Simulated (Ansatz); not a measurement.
Ansatz (a first-principles code) input (RPA@PBE/cc-pVTZ):

Ansatz 0.2 input:
```yaml
crystal:
  periodic: [false, false, false]
  atoms:
    - {symbol: C, position_ang: [-0.00159204, -0.00021295, -0.45999677]}
    - {symbol: C, position_ang: [0.00380641, 0.00050915, 1.09980700]}
    - {symbol: F, position_ang: [-0.02191591, 1.25327827, -0.84171461]}
    - {symbol: F, position_ang: [1.09229255, -0.61076651, -0.84470792]}
    - {symbol: F, position_ang: [-1.07911077, -0.64368004, -0.83717749]}
    - {symbol: N, position_ang: [0.00772575, 0.00103340, 2.23224164]}
    - {symbol: H, position_ang: [0.01124075, 0.00150357, 3.24784744]}
basis:
  gaussian:
    orbitals: cc-pVTZ
hamiltonian:
  xc: pbe
total_charge: 1
magnetization: {spin_polarized: false}
correlation: {method: rpa, electrons: outside_noble_gas}
```

Output:

```
Functional definition: PBE
integrals: 0.31 GiB planned
1204 factors; integrals over basis functions are off by at most 1.0e-3 eV
mean field: 1.17 GiB planned
mean field evaluation 1: about -11704.3074 eV, gradient 8.3e1 eV
mean field evaluation 2: about -11704.2963 eV, gradient 8.3e1 eV
mean field evaluation 4: about -11710.6484 eV, gradient 3.8e1 eV
mean field evaluation 8: about -11713.5967 eV, gradient 4.0e-1 eV
mean field evaluation 16: about -11713.5928 eV, gradient 7.0e-5 eV
mean field -11713.59279396 eV, -430.4665954198 hartree, gradient 1.2e-6 eV, S^2 0.000000; 0 other end points of the search recorded, 0 dependent functions left out
6 core orbitals not correlated
reference -11669.19543555 eV, -428.8350225917 hartree; 17, 17 occupied and 171, 171 virtual orbitals, 1204 factors
Total energy: -11719.50468002 eV, -430.6838532253 hartree
```

It need not be the lowest isomer of its formula.
